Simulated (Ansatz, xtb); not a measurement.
Relaxing a trial structure of C2H6B−

The starting geometry of this gas-phase singlet was built from a drawn formula by distance geometry and a force field; its bonds are those of `BC[CH2-]`.

```yaml
atoms:
  - { symbol: C, position_ang: [-1.3169, -1.3787, 1.0784] }
  - { symbol: C, position_ang: [0.0791, -0.8328, 1.2066] }
  - { symbol: B, position_ang: [-2.1712, -1.0756, 2.3992] }
  - { symbol: H, position_ang: [-2.5970, -1.9837, 3.0015] }
  - { symbol: H, position_ang: [-2.2966, 0.0457, 2.7586] }
  - { symbol: H, position_ang: [-1.2640, -2.4502, 0.8464] }
  - { symbol: H, position_ang: [-1.7834, -0.8640, 0.2025] }
  - { symbol: H, position_ang: [0.6825, -1.3474, 2.0248] }
  - { symbol: H, position_ang: [0.1599, 0.2960, 1.3539] }
```

Problem. Predict what it relaxes into with r2SCAN-D4/def2-SVPD.

Solution. It rearranges to `[BH2-]1CC1`. Contacts that close: C2–B3 (2.56 → 1.61 Å).

The energy falls by 2.11 eV over 8 steps:

| step | E − E(last) (eV) |
| --- | --- |
| 1 | 2.115 |
| 2 | 1.636 |
| 3 | 1.240 |
| 4 | 0.674 |
| 5 | 0.253 |
| 6 | 0.008 |
| 7 | 0.001 |
| 8 | 0.000 |

Final geometry (Å):

```tsv
atom	x (Å)	y (Å)	z (Å)
C	-1.4285	-1.4048	0.8752
C	-0.3199	-0.8242	1.7547
B	-1.8005	-0.9603	2.3808
H	-1.9978	-1.8489	3.2147
H	-2.4610	0.0713	2.5337
H	-1.3312	-2.4670	0.6052
H	-1.7356	-0.7982	0.0102
H	0.4868	-1.5141	2.0444
H	0.0801	0.1554	1.4532
```

From the same start GFN2-xTB reaches the same bonding as this run.

No frequencies were run, so the end isn't proven a minimum. Run with Ansatz 0.2.0, 25 s on 2 threads of Arm Neoverse N1 (shared host).
